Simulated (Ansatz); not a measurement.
Start from GaP in the zinc blende structure (space group F-43m, No. 216).

```
CELL_PARAMETERS angstrom
      0.00000     2.72587     2.72587
      2.72587     0.00000     2.72587
      2.72587     2.72587     0.00000
ATOMIC_POSITIONS crystal
  P  0.75000 0.75000 0.75000
  Ga 0.00000 0.00000 0.00000
```

All numbers come from r2SCAN (Ansatz, an electronic-structure program, PAW, without spin-orbit coupling), earlier PAW set.

One thing is altered: Sb takes the place of P on all its sites; the structure is relaxed again.

Measured lattice parameter a: GaP 5.439 Å (static lattice; corrected from measurement; as listed in Daniel Mejia-Rodriguez, S. B. Trickey, Phys. Rev. B (2018)); GaSb 6.0959 Å (room temperature; as listed in I. Vurgaftman, J. R. Meyer, L. R. Ram-Mohan, Journal of Applied Physics (2001)).

Task: How well does r2SCAN reproduce the measured shift?

Result: With r2SCAN the lattice parameter a moves by +0.682 Å (5.452 → 6.133) against +0.657 Å measured. The two measured values stand on different bases (one corrected, one not), which blurs small differences.

With Sb present, leaving out spin-orbit coupling can change the band edges. Stability against distortions was not tested.
